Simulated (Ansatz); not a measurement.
How far each method lies from UCCSDTQ for C$_{3}$H$_{7}$, doublet

Geometry: MP2(full)/6-31G*, from the G2/97 set.

```yaml
atoms:
  - { symbol: C, position_ang: [0.0083, 0.5239, 0.0000] }
  - { symbol: C, position_ang: [0.0083, -0.2197, 1.2916] }
  - { symbol: C, position_ang: [0.0083, -0.2197, -1.2916] }
  - { symbol: H, position_ang: [-0.3288, 1.5554, 0.0000] }
  - { symbol: H, position_ang: [0.2155, 0.4392, 2.1385] }
  - { symbol: H, position_ang: [0.2155, 0.4392, -2.1385] }
  - { symbol: H, position_ang: [-0.9611, -0.7046, 1.4846] }
  - { symbol: H, position_ang: [0.7613, -1.0153, 1.2862] }
  - { symbol: H, position_ang: [0.7613, -1.0153, -1.2862] }
  - { symbol: H, position_ang: [-0.9611, -0.7046, -1.4846] }
```

Basis STO-3G; Ansatz 0.2.0. Only valence electrons are correlated (noble-gas cores frozen), which leaves 19 electrons in 19 orbitals. Prefix R: restricted or restricted open-shell reference; prefix U: unrestricted. Active spaces: frontier = (9e, 9o) about the gap.

Full CI isn't at hand for all of this; UCCSDTQ serves as the reference, and is uncertain by about the last step of the cluster series. The frozen core follows each run's orbitals, which can shift R against U totals by a few meV.

For open shells CISD and CISDTQ are restricted-active-space CI with the open shells as a complete middle space.

* UHF ⟨S²⟩: 0.765
* T1 diagnostic (RCCSD): 0.0106
* largest doubles amplitude (RCCSD): 0.045
* T1 diagnostic (UCCSD): 0.0046

| level | E − E(UCCSDTQ) (meV) | share of correlation (%) | wall time |
| --- | --- | --- | --- |
| RHF | 5346 | 0.00 | – |
| UHF | 5234 | 2.10 | – |
| RMP2 | 1491 | 72.11 | – |
| UMP2 | 1457 | 72.76 | – |
| CISD | 462 | 91.36 | 0.71 s |
| RCCSD | 39 | 99.27 | – |
| UCCSD | 40 | 99.26 | – |
| RCCSD(T) | 12 | 99.78 | 0.43 s |
| UCCSD(T) | 12 | 99.77 | 0.46 s |
| BCCD(T) | 13 | 99.76 | 0.76 s |
| RCCSDT | 4 | 99.92 | – |
| UCCSDT | 4 | 99.93 | – |
| CISDTQ | 23 | 99.57 | 6 s (H100) |
| RCCSDT(Q) | 1 | 99.98 | 8 s |
| UCCSDT(Q) | 0 | 99.99 | 6 s |
| RCCSDTQ | 0 | 99.99 | 1.9 min (H100) |
| CASSCF (frontier space) | 3342 | 37.49 | – |
| MRCISD (frontier space) | 182 | 96.59 | – |
| MRCISD+Q (frontier space) | -13 | 100.24 | 13 s |

The correlation energy at UCCSDTQ, counted from RHF, is -5.346 eV. That run took 2.2 min on 2 threads of AMD EPYC 7R13 with a shared H100 80 GB, shared host.

Times hold each run's SCF and search for its determinant on a shared host, so for small cases they say little of a method's own cost; rows without a card ran on 1 thread of AMD EPYC 7R13.

Atomization energy (electronic, same basis, no zero-point term; atoms at the same level, unrestricted beside the R rows where the molecule is a closed shell, with restricted open-shell steps beyond CCSDT(Q)) at UCCSDTQ: 3985.7 kJ/mol. Errors of other levels:

```json
{"level": "RHF", "error (kJ/mol)": "-356.6"}
{"level": "UHF", "error (kJ/mol)": "-345.7"}
{"level": "RMP2", "error (kJ/mol)": "-62.1"}
{"level": "UMP2", "error (kJ/mol)": "-58.7"}
{"level": "CISD", "error (kJ/mol)": "-44.6"}
{"level": "RCCSD", "error (kJ/mol)": "-3.8"}
{"level": "UCCSD", "error (kJ/mol)": "-3.9"}
{"level": "RCCSD(T)", "error (kJ/mol)": "-1.2"}
{"level": "UCCSD(T)", "error (kJ/mol)": "-1.2"}
{"level": "BCCD(T)", "error (kJ/mol)": "-1.2"}
{"level": "RCCSDT", "error (kJ/mol)": "-0.4"}
{"level": "UCCSDT", "error (kJ/mol)": "-0.4"}
{"level": "CISDTQ", "error (kJ/mol)": "-2.2"}
{"level": "RCCSDT(Q)", "error (kJ/mol)": "-0.1"}
{"level": "UCCSDT(Q)", "error (kJ/mol)": "-0.1"}
{"level": "RCCSDTQ", "error (kJ/mol)": "0.0"}
```

This basis is far from its limit, so the value isn't to be set against a measured one. Truncated CI isn't size-consistent, which counts against it in atomization.
